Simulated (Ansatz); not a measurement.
# ClH3Si + ClH: molecular dynamics, part 2 of 2

Aim: follow the two partners and see whether they stay together, part or react. The start is relaxed first. Runs: 65 steps of 0.25 fs at constant energy (fourth-order Milne integrator), with velocities drawn for 1500 K; 100 steps of 0.5 fs at constant energy, with velocities drawn for 100 K; 100 steps of 0.5 fs under a Langevin thermostat at 300 K. SMILES of the start: Cl.[SiH3]Cl.

Ansatz 0.2.0; UKS CAM-B3LYP-D4/6-31G. The steps go on from the part before.

### Step 9. Frames and traces

The trajectory, every 6 steps (energies from step 0):

| time (fs) | T (K) | potential energy change (meV/atom) | total energy change (meV/atom) | closest contact of the partners (Å) |
| --- | --- | --- | --- | --- |
| 0.0 | 100 | 0.0 | 0.00 | 3.11 |
| 3.0 | 355 | -23.7 | -0.11 | 3.07 |
| 6.0 | 606 | -46.9 | -0.14 | 3.06 |
| 9.0 | 711 | -56.6 | -0.12 | 3.09 |
| 12.0 | 754 | -60.5 | -0.14 | 3.15 |
| 15.0 | 592 | -45.5 | -0.07 | 3.20 |
| 18.0 | 562 | -42.7 | -0.09 | 3.17 |
| 21.0 | 558 | -42.4 | -0.13 | 3.10 |
| 24.0 | 458 | -33.2 | -0.09 | 3.06 |
| 27.0 | 382 | -26.2 | -0.11 | 3.08 |
| 30.0 | 309 | -19.3 | -0.04 | 3.14 |
| 33.0 | 505 | -37.5 | -0.10 | 3.24 |
| 36.0 | 714 | -56.8 | -0.09 | 3.35 |
| 39.0 | 893 | -73.4 | -0.15 | 3.36 |
| 42.0 | 808 | -65.5 | -0.14 | 3.11 |
| 45.0 | 529 | -39.7 | -0.06 | 2.87 |
| 48.0 | 423 | -29.9 | -0.13 | 2.71 |
| 50.0 | 302 | -18.8 | -0.16 | 2.66 |

time (fs), T (K) and a bar:
```
      0.0        100 
      2.0        224 #####
      4.5        530 ################
      6.5        616 ####################
      8.5        683 ######################
     11.0        777 ##########################
     13.0        704 #######################
     15.0        592 ###################
     17.5        553 #################
     19.5        584 ##################
     21.5        538 #################
     24.0        458 ##############
     26.0        423 ############
     28.5        318 ########
     30.5        325 #########
     32.5        462 ##############
     35.0        657 #####################
     37.0        772 #########################
     39.0        893 ##############################
     41.5        849 ############################
     43.5        660 #####################
     45.5        497 ###############
     48.0        423 ############
     50.0        302 ########
```

### Step 10. Frames from the trajectory

Positions (Å) and forces (eV/Å):

```xyz
7
time_fs=6.0 T=606 dE=-0.3283
Cl   -0.396   -0.275   -2.528   -0.293    0.255    0.315
H     0.262   -0.858   -3.482    0.279   -0.230   -0.359
Si   -0.066    0.138    0.923    1.599    2.047    1.292
Cl    0.090    0.457    3.155   -0.391   -0.548   -0.523
H     1.316    0.711    0.676   -0.353   -0.453   -0.427
H    -1.032    1.152    0.515   -0.591    0.173   -0.261
H    -0.291   -1.171    0.400   -0.249   -1.244   -0.037
7
time_fs=12.5 T=731 dE=-0.4087
Cl   -0.394   -0.277   -2.518    0.163   -0.160   -0.372
H     0.266   -0.884   -3.498   -0.181    0.180    0.317
Si   -0.061    0.178    0.925    0.305   -0.709   -0.523
Cl    0.087    0.443    3.153   -0.193   -0.169   -0.893
H     1.348    0.439    0.384   -0.694    0.377    0.291
H    -1.232    0.999    0.356    0.755   -0.217    0.459
H    -0.256   -1.290    0.478   -0.155    0.698    0.723
7
time_fs=19.0 T=580 dE=-0.3112
Cl   -0.391   -0.279   -2.509   -0.181    0.144    0.132
H     0.250   -0.888   -3.467    0.152   -0.142   -0.189
Si   -0.050    0.212    0.927   -0.263   -2.350    0.482
Cl    0.083    0.427    3.141    0.073    0.295   -0.775
H     1.187    0.300    0.157    0.680    0.802    0.088
H    -1.231    0.822    0.333   -0.377    0.791    0.014
H    -0.296   -1.288    0.768   -0.084    0.459    0.248
7
time_fs=25.0 T=446 dE=-0.2247
Cl   -0.390   -0.280   -2.500    0.092   -0.138   -0.293
H     0.262   -0.914   -3.464   -0.133    0.127    0.227
Si   -0.043    0.219    0.930   -0.226   -0.336   -0.378
Cl    0.079    0.415    3.123    0.325    0.811   -0.024
H     1.179    0.427    0.029   -0.387    0.166    0.877
H    -1.273    0.876    0.356    0.362    0.249    0.286
H    -0.372   -1.184    1.126   -0.033   -0.879   -0.696
7
time_fs=31.0 T=350 dE=-0.1617
Cl   -0.389   -0.282   -2.494   -0.173    0.142    0.141
H     0.258   -0.926   -3.426    0.143   -0.143   -0.168
Si   -0.041    0.218    0.932   -1.810   -1.346    0.722
Cl    0.079    0.411    3.104    0.423    0.854    0.526
H     1.117    0.627    0.142    0.643   -0.102    0.026
H    -1.232    1.024    0.455    0.315   -0.231    0.150
H    -0.437   -1.267    1.238    0.459    0.825   -1.398
7
time_fs=37.5 T=804 dE=-0.4559
Cl   -0.388   -0.283   -2.486    0.032   -0.056   -0.137
H     0.276   -0.961   -3.403   -0.057    0.069    0.130
Si   -0.057    0.203    0.942    0.740    1.391    0.166
Cl    0.083    0.415    3.089    0.214    0.178    0.656
H     1.206    0.784    0.328   -0.286   -0.605    0.167
H    -1.124    1.145    0.597   -0.537    0.058   -0.353
H    -0.376   -1.194    0.877   -0.105   -1.034   -0.628
7
time_fs=44.0 T=612 dE=-0.3312
Cl   -0.388   -0.284   -2.480   -0.012    0.016   -0.161
H     0.293   -0.991   -3.357   -0.006    0.026    0.039
Si   -0.069    0.198    0.953   -0.415   -0.239   -1.317
Cl    0.089    0.421    3.082   -0.088   -0.415    0.789
H     1.250    0.743    0.543    0.093   -0.106   -0.316
H    -1.152    1.228    0.627    0.314   -0.669   -0.132
H    -0.300   -1.250    0.304    0.113    1.387    1.098
7
time_fs=50.0 T=302 dE=-0.1315
Cl   -0.388   -0.285   -2.475   -0.033    0.043   -0.238
H     0.314   -1.016   -3.312    0.012    0.010    0.001
Si   -0.081    0.194    0.949    1.212    0.865   -0.513
Cl    0.094    0.423    3.083   -0.327   -0.625    0.745
H     1.300    0.655    0.650    0.006    0.272   -0.379
H    -1.129    1.134    0.593   -0.509    0.499   -0.246
H    -0.212   -0.978    0.085   -0.360   -1.065    0.631
```

On run 2: The temperature starts at 100 K and averages 558 K in the second half, where it ranges from 302 to 913 K; the start was no minimum (force components up to 1.3 eV/Å), and the potential energy that it sheds (42 meV/atom) turns into motion, which in so few atoms is no thermal temperature. The total energy strays from its start by at most 0.18 meV/atom, 0.4 % of the mean kinetic energy, so a step of 0.5 fs is short enough over this time. No bond forms or breaks. The partners' closest contact goes from 3.11 to 2.66 Å; so short a run doesn't show whether they stay bound.

### Step 11. Run 3

100 steps of 0.5 fs under a Langevin thermostat at 300 K, starting from the last frame of an earlier run, with new velocities.

input.yaml

```yaml
crystal:
  periodic: [false, false, false]
  atoms:
    - { symbol: Cl, position_ang: [-0.387821, -0.285237, -2.474727] }
    - { symbol: H, position_ang: [0.313898, -1.016413, -3.311753] }
    - { symbol: Si, position_ang: [-0.081449, 0.19399, 0.948759] }
    - { symbol: Cl, position_ang: [0.093624, 0.423152, 3.083192] }
    - { symbol: H, position_ang: [1.299993, 0.655242, 0.649794] }
    - { symbol: H, position_ang: [-1.129309, 1.13443, 0.592775] }
    - { symbol: H, position_ang: [-0.21237, -0.977485, 0.085285] }
magnetization:
  spin_polarized: true
basis:
  gaussian: { orbitals: "6-31G" }
hamiltonian:
  xc: cam_b3lyp
  dispersion: d4
md:
  timestep: 0.5
  n_steps: 100
  ensemble: nvt_langevin
  temperature: 300.0
  initial_velocities: maxwell_boltzmann
  seed: 660943
  friction: 0.01
```

Run with:

```bash
ansatz run input.yaml --threads 1 --pin off --max-ram 2048MiB --backend cpu --events-out ev --progress --plain --runs-dir out
```

The program printed, cut to the lines that bear on the results:

```text
Warning: RAYON_NUM_THREADS=1 ignored (pool sized by the plan → 1); use --threads N
[...]
Functional definition: CAM-B3LYP
[...]
588 factors; integrals over basis functions are off by at most 1.6e-4 eV
251 factors; integrals over basis functions are off by at most 9.4e-7 eV
[...]
mean field -32985.64739129 eV, -1212.2001831550 hartree, gradient 4.1e-5 eV, S^2 0.000000; 0 other end points of the search recorded, 0 dependent functions left out
[...]
reference -32985.64751400 eV, -1212.2001876644 hartree; 26, 26 occupied and 21, 21 virtual orbitals, 588 factors
md step     0: t =     0.00 fs  T =   257.1 K  F+E_penalty+E_count = -32985.75206746 eV  E_kin = 0.232668 eV  (22 SCF iters)
[...]
md step    12: t =     6.00 fs  T =   323.1 K  F+E_penalty+E_count = -32985.85015101 eV  E_kin = 0.292307 eV  (26 SCF iters)
[...]
md step    24: t =    12.00 fs  T =   657.0 K  F+E_penalty+E_count = -32986.11366526 eV  E_kin = 0.594483 eV  (25 SCF iters, 3 dispersion substeps)
[...]
md step    36: t =    18.00 fs  T =   680.4 K  F+E_penalty+E_count = -32986.13959702 eV  E_kin = 0.615673 eV  (26 SCF iters, 3 dispersion substeps)
[...]
md step    48: t =    24.00 fs  T =   417.9 K  F+E_penalty+E_count = -32985.94989652 eV  E_kin = 0.378099 eV  (22 SCF iters, 3 dispersion substeps)
md step    49: t =    24.50 fs  T =   398.1 K  F+E_penalty+E_count = -32985.93440405 eV  E_kin = 0.360199 eV  (22 SCF iters, 3 dispersion substeps)
md step    50: t =    25.00 fs  T =   389.5 K  F+E_penalty+E_count = -32985.91963398 eV  E_kin = 0.352393 eV  (21 SCF iters, 3 dispersion substeps)
```

### Step 12. The output, continued: dynamics from the last frame of an earlier run

Output, continued, cut to the lines that bear on the results:

```text
md step    51: t =    25.50 fs  T =   371.5 K  F+E_penalty+E_count = -32985.90631990 eV  E_kin = 0.336100 eV  (21 SCF iters, 3 dispersion substeps)
[...]
md step    63: t =    31.50 fs  T =   385.1 K  F+E_penalty+E_count = -32985.86092379 eV  E_kin = 0.348491 eV  (22 SCF iters, 3 dispersion substeps)
[...]
md step    75: t =    37.50 fs  T =   520.9 K  F+E_penalty+E_count = -32986.02294091 eV  E_kin = 0.471349 eV  (22 SCF iters, 3 dispersion substeps)
[...]
md step    87: t =    43.50 fs  T =   651.7 K  F+E_penalty+E_count = -32986.19730587 eV  E_kin = 0.589711 eV  (26 SCF iters, 3 dispersion substeps)
[...]
md step    99: t =    49.50 fs  T =   388.4 K  F+E_penalty+E_count = -32985.95626544 eV  E_kin = 0.351436 eV  (26 SCF iters, 3 dispersion substeps)
[...]
md step   100: t =    50.00 fs  T =   348.8 K  F+E_penalty+E_count = -32985.92921274 eV  E_kin = 0.315558 eV  (23 SCF iters, 3 dispersion substeps)
Total energy: -32985.92933819 eV, -1212.2105445127 hartree
Atom 0 at    -0.398364    -0.179715    -2.518319 Å, force    -0.065286     0.015661     0.080018 eV/Å
Atom 1 at     0.495395    -0.465927    -3.433608 Å, force     0.076149    -0.026267    -0.072256 eV/Å
Atom 2 at    -0.025069    -0.067955     1.023190 Å, force    -0.503410     1.442121    -0.196640 eV/Å
Atom 3 at    -0.077621     0.659096     3.117547 Å, force    -0.123643    -0.631483     0.112560 eV/Å
Atom 4 at     1.148450     0.788345     0.651273 Å, force     0.224226    -0.738347    -0.381182 eV/Å
Atom 5 at    -1.185731     0.728550     0.451158 Å, force     0.146025    -0.630400     0.045863 eV/Å
Atom 6 at    -0.111913    -1.555781     0.715589 Å, force     0.245939     0.568714     0.411638 eV/Å
Dipole moment:     0.299989    -0.426687    -0.981220 e Å
```

Run time: 10 min. Hardware: 1 thread of Intel Xeon at 2.50GHz (Skylake/Cascade Lake), shared host; peak memory 0.18 GiB.

### Step 13. The trajectory

One step in 4; energies are changes from step 0:

| time (fs) | T (K) | potential energy change (meV/atom) | closest contact of the partners (Å) |
| --- | --- | --- | --- |
| 0.0 | 257 | 0.0 | 2.66 |
| 2.0 | 239 | -0.1 | 2.68 |
| 4.0 | 290 | -5.6 | 2.75 |
| 6.0 | 323 | -14.0 | 2.84 |
| 8.0 | 375 | -22.7 | 2.95 |
| 10.0 | 503 | -35.9 | 3.07 |
| 12.0 | 657 | -51.7 | 3.21 |
| 14.0 | 742 | -60.5 | 3.32 |
| 16.0 | 734 | -59.5 | 3.24 |
| 18.0 | 680 | -55.4 | 3.16 |
| 20.0 | 656 | -46.6 | 3.11 |
| 22.0 | 525 | -36.7 | 3.06 |
| 24.0 | 418 | -28.3 | 2.99 |
| 26.0 | 379 | -20.2 | 2.96 |
| 28.0 | 331 | -14.9 | 2.94 |
| 30.0 | 358 | -14.5 | 2.96 |
| 32.0 | 401 | -16.6 | 3.00 |
| 34.0 | 404 | -21.0 | 3.06 |
| 36.0 | 473 | -29.4 | 3.09 |
| 38.0 | 530 | -41.8 | 3.11 |
| 40.0 | 629 | -54.1 | 3.14 |
| 42.0 | 672 | -62.7 | 3.16 |
| 44.0 | 645 | -62.8 | 3.18 |
| 46.0 | 599 | -53.8 | 3.20 |
| 48.0 | 459 | -40.3 | 3.20 |
| 50.0 | 349 | -25.3 | 3.20 |

time (fs), T (K) and a bar:
```
      0.0        257 #
      2.0        239 
      4.5        276 ##
      6.5        330 ######
      8.5        422 ###########
     11.0        569 ####################
     13.0        700 #############################
     15.0        723 ##############################
     17.5        720 ##############################
     19.5        661 ##########################
     21.5        567 ####################
     24.0        418 ###########
     26.0        379 #########
     28.5        319 #####
     30.5        355 #######
     32.5        382 #########
     35.0        405 ##########
     37.0        505 #################
     39.0        568 ####################
     41.5        685 ############################
     43.5        652 ##########################
     45.5        596 ######################
     48.0        459 ##############
     50.0        349 #######
```

### Step 14. Positions and forces

Positions (Å) and forces (eV/Å):

```xyz
7
time_fs=6.0 T=323 dE=-0.0981
Cl   -0.382   -0.269   -2.470    0.084   -0.073   -0.308
H     0.347   -0.942   -3.343   -0.105    0.118    0.153
Si   -0.088    0.160    0.942    0.979    1.356   -0.735
Cl    0.092    0.444    3.073   -0.271   -0.628    0.936
H     1.291    0.771    0.680   -0.591   -0.374   -0.513
H    -1.152    1.190    0.653    0.079   -0.491   -0.309
H    -0.219   -1.157    0.222   -0.175    0.092    0.776
7
time_fs=12.5 T=662 dE=-0.3834
Cl   -0.383   -0.247   -2.472   -0.097    0.070    0.013
H     0.339   -0.836   -3.394    0.077   -0.051   -0.052
Si   -0.086    0.140    0.930   -0.306    0.650    0.174
Cl    0.076    0.467    3.073   -0.096   -0.252    0.460
H     1.159    0.776    0.503    0.547   -0.128   -0.495
H    -1.185    1.080    0.543   -0.121   -0.394   -0.171
H    -0.269   -1.301    0.598   -0.004    0.105    0.071
7
time_fs=19.0 T=669 dE=-0.3617
Cl   -0.386   -0.219   -2.474    0.120   -0.122   -0.295
H     0.356   -0.747   -3.437   -0.152    0.107    0.233
Si   -0.083    0.115    0.920    0.448   -0.106   -0.182
Cl    0.053    0.490    3.081    0.065    0.303   -0.105
H     1.141    0.695    0.166   -0.585   -0.584    0.681
H    -1.274    0.800    0.353   -0.144    0.025    0.141
H    -0.282   -1.383    0.991    0.249    0.377   -0.473
7
time_fs=25.0 T=389 dE=-0.1676
Cl   -0.385   -0.193   -2.480   -0.035   -0.025   -0.131
H     0.353   -0.677   -3.454    0.002   -0.009    0.008
Si   -0.067    0.093    0.915   -1.593   -0.998    0.511
Cl    0.027    0.516    3.094    0.155    0.648   -0.384
H     1.042    0.463    0.045    0.700    0.320    0.129
H    -1.371    0.564    0.261    0.575    0.083    0.561
H    -0.213   -1.371    1.207    0.197   -0.019   -0.694
7
time_fs=31.0 T=371 dE=-0.1036
Cl   -0.390   -0.184   -2.487   -0.226    0.084    0.095
H     0.364   -0.627   -3.454    0.184   -0.116   -0.229
Si   -0.061    0.071    0.926    0.526   -1.395    0.583
Cl    0.003    0.549    3.105    0.138    0.555   -0.627
H     1.131    0.272    0.027   -0.111    0.642    0.569
H    -1.348    0.375    0.317   -0.486    0.675   -0.110
H    -0.077   -1.383    1.181   -0.025   -0.446   -0.281
7
time_fs=37.5 T=521 dE=-0.2709
Cl   -0.402   -0.181   -2.499    0.049   -0.045   -0.155
H     0.398   -0.577   -3.470   -0.066    0.029    0.102
Si   -0.049    0.035    0.954   -0.034   -1.293    0.360
Cl   -0.023    0.592    3.115    0.081    0.125   -0.666
H     1.253    0.298    0.240   -0.408    0.704    0.214
H    -1.402    0.421    0.380    0.687    0.202    0.139
H     0.035   -1.477    1.031   -0.308    0.279    0.006
7
time_fs=44.0 T=645 dE=-0.4395
Cl   -0.404   -0.182   -2.512   -0.029    0.002    0.007
H     0.441   -0.513   -3.462    0.026   -0.012   -0.006
Si   -0.042   -0.018    0.986    0.703    0.565    0.633
Cl   -0.050    0.635    3.122   -0.030   -0.373   -0.391
H     1.238    0.591    0.486   -0.299   -0.106   -0.103
H    -1.268    0.578    0.453   -0.322    0.151   -0.308
H    -0.011   -1.489    0.842   -0.048   -0.227    0.168
7
time_fs=50.0 T=349 dE=-0.1771
Cl   -0.398   -0.180   -2.518   -0.065    0.016    0.080
H     0.495   -0.466   -3.434    0.076   -0.026   -0.072
Si   -0.025   -0.068    1.023   -0.503    1.442   -0.197
Cl   -0.078    0.659    3.118   -0.124   -0.631    0.113
H     1.148    0.788    0.651    0.224   -0.738   -0.381
H    -1.186    0.729    0.451    0.146   -0.630    0.046
H    -0.112   -1.556    0.716    0.246    0.569    0.412
```

On run 3: Against a set 300 K the second half averages 479 K with a spread of 120 K; the potential energy of that half lies 35 meV/atom under the start, so the atoms have moved to lower-lying arrangements, and the energy set free heats the cell. No bond forms or breaks. The partners' closest contact goes from 2.66 to 3.20 Å; so short a run doesn't show whether they stay bound.

### Step 15. Results

This closing draws on all 2 parts.

```
                                 quantity                                    value
                  relaxation of the start                  8 moves, 0.323 eV lower
                            run 1: length                      65 steps of 0.25 fs
  run 1: temperature, first and last step                           1500 and 517 K
          run 1: temperature, second half            mean 574 K, from 435 to 890 K
     run 1: potential energy, second half  +85 meV/atom from this run's first step
run 1: largest change of the total energy                            0.00 meV/atom
            run 1: bonds formed or broken                                        0
                            run 2: length                      100 steps of 0.5 fs
  run 2: temperature, first and last step                            100 and 302 K
          run 2: temperature, second half            mean 558 K, from 302 to 913 K
     run 2: potential energy, second half  -42 meV/atom from this run's first step
run 2: largest change of the total energy                            0.18 meV/atom
            run 2: bonds formed or broken                                        0
                            run 3: length                      100 steps of 0.5 fs
  run 3: temperature, first and last step                            257 and 349 K
          run 3: temperature, second half            mean 479 K, from 319 to 687 K
     run 3: potential energy, second half  -35 meV/atom from this run's first step
            run 3: bonds formed or broken                                        0
```

Mean temperatures of the second halves: 574 K, 558 K, 479 K. No bond formed or broke in any run. In the last run: the partners' closest contact goes from 2.66 to 3.20 Å; so short a run doesn't show whether they stay bound. A run of 50 fs with 7 atoms shows the motion but fixes no equilibrium value. The nuclei move classically, without zero-point motion, which matters most for hydrogen. The basis is very small, so the numbers are rough.
